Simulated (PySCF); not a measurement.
## Protonation sites of `OCC1(F)C=C1` (C4H5FO)

Parent: `OCC1(F)C=C1` (C4H5FO). Non-hydrogen atoms are numbered in `[OH:1][CH2:2][C:3]1([F:4])[CH:5]=[CH:6]1`.

Level of theory: PBE0-D3(BJ)/def2-TZVP single points in PySCF, grid level 2; every species was optimised with PBE0-D3(BJ)/def2-SVP. Thermal corrections: PBE0-D3(BJ)/def2-SVP frequencies, unscaled, ideal gas at 298.15 K and 1 bar, quasi-RRHO entropy.

```tsv
site	product	PA / eV	GB / eV
O1 (hydroxyl oxygen)	[OH2+]CC1(F)C=C1	8.19	7.85
```

PA is −ΔH and GB is −ΔG of B + H⁺ → BH⁺ in the gas phase. Sites whose products fell apart, merged with another or lost in a GFN2-xTB screen aren't listed.

In acetone the product from O1 is solvated 2.50 eV more strongly than the parent (electrostatics only).

Hardware: 1 thread of Arm Neoverse N1, shared with other jobs. Command: `OMP_NUM_THREADS=1 python redox_run.py task.json out`. Structures, frequencies and single points: 21 min.
